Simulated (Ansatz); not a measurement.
# CH₃BSi: one structure at several levels

The task here is to estimate one member of a computed series from the others.

Method: single points in def2-TZVPP; program: Ansatz 0.2.0, Gaussian basis.

Correlated methods freeze the cores.

1 further run of the same task is left out (it didn't finish).

## Starting geometry

SMILES `BC#[SiH]`, 6 atoms, charge 0, spin multiplicity 1.

Atoms are counted from 1 here; the program's logs count them from 0.

Bond lengths: B1–C2 1.510 Å, B1–H4 1.185 Å, B1–H5 1.168 Å, C2–Si3 1.620 Å, Si3–H6 1.491 Å. Angles: C2–B1–H4 122.8°, C2–B1–H5 119.8°, H4–B1–H5 117.4°, B1–C2–Si3 149.1°, C2–Si3–H6 139.2°.

Geometry (Å):

```xyz
6
charge 0, multiplicity 1
B    -0.51556   -0.19525   -1.16281
C    -0.11241   -0.29515    0.28860
Si    0.72098    0.29978    1.54428
H    -1.30967   -0.92031   -1.65978
H    -0.03612    0.62312   -1.84384
H     0.97738   -0.01274    2.97975
```

The first run:

run/in.yaml

```yaml
crystal:
  periodic: [false, false, false]
  atoms:
    - {symbol: B, position_ang: [-0.515559, -0.195248, -1.162808]}
    - {symbol: C, position_ang: [-0.112407, -0.295153, 0.288596]}
    - {symbol: Si, position_ang: [0.720983, 0.299781, 1.544284]}
    - {symbol: H, position_ang: [-1.309669, -0.920307, -1.659775]}
    - {symbol: H, position_ang: [-0.036121, 0.623124, -1.843839]}
    - {symbol: H, position_ang: [0.977384, -0.012738, 2.979755]}
basis:
  gaussian: {orbitals: def2-TZVPP}
hamiltonian: {xc: pbe, dispersion: d4}
output: {forces: true}
```

The run is started by

```console
> ansatz run in.yaml --threads 2 --pin off --events-out ev --progress --plain --max-ram 3481MiB
```

Among the steps run: PBE-D4/def2-TZVPP; r2SCAN-D4/def2-TZVPP; PBE0-D4/def2-TZVPP; wB97M-V/def2-TZVPP; CCSD(T)/def2-TZVPP.

One of the session's tables, all rows but one given; the rest of the session is left out.

```
   method  RMS force component (eV/Å)  angle to CCSD(T) forces (°)  dipole (D)
   PBE-D4                       1.007                         16.7        2.41
r2SCAN-D4                       0.899                         17.7        2.41
  PBE0-D4                           ?                            ?           ?
  wB97M-V                       0.716                         17.5        2.70
  CCSD(T)                       0.840                    reference        2.48
```

Q: Estimate the row for PBE0-D4 from the others.

**Answer.** RMS force component (eV/Å): 0.834; angle to CCSD(T) forces (°): 19.3; dipole (D): 2.55. In the column «RMS force component (eV/Å)» it lies between wB97M-V (0.716) and CCSD(T) (0.840).

Limits of these values: CCSD(T) in triple zeta still lacks some correlation energy of the bonds, so part of these gaps is its own basis error and they don't rank the functionals. The T1 diagnostic is large here, over the usual mark for main-group molecules (transition-metal compounds often pass it harmlessly), so CCSD(T) itself may be off.
